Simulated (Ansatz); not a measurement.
Results of PBEsol (Ansatz, a program for electronic structure, plane waves, PAW) for 2H WSe2.

Numerical settings: plane-wave cutoff 520 eV, 12×12×4 k mesh (along the axes of the cell as run), Fermi–Dirac smearing 0.01 eV, no spin polarisation, scalar-relativistic PAW data made under PBE.

The cell is scaled about its equilibrium volume:

Shape and atoms are relaxed at each volume.

```
V (Å³/atom)  P (GPa)  direct gap at Γ (eV)  smallest gap on the k mesh (eV)   c (Å)
-----------  -------  --------------------  -------------------------------  ------
19.607          1.41                 2.725                            0.884  12.810
20.015          0.57                 2.760                            0.962  13.008
20.423          0.00                 2.804                            1.044  13.225
20.832         -0.36                 2.852                            1.125  13.456
21.240         -0.57                 2.904                            1.207  13.699
```

The fundamental gap (1.02 eV at the equilibrium volume, with added k points) lies elsewhere than Γ–Γ.

Note: the cell comes from a level without a dispersion term, which matters for the spacing of layers, chains or molecules; the bulk modulus comes from volumes at which shape and atoms were relaxed; the cell has widely spaced layers and the level no dispersion term, so their spacing and the moduli can rest on weak binding.

Spin–orbit coupling is not included.
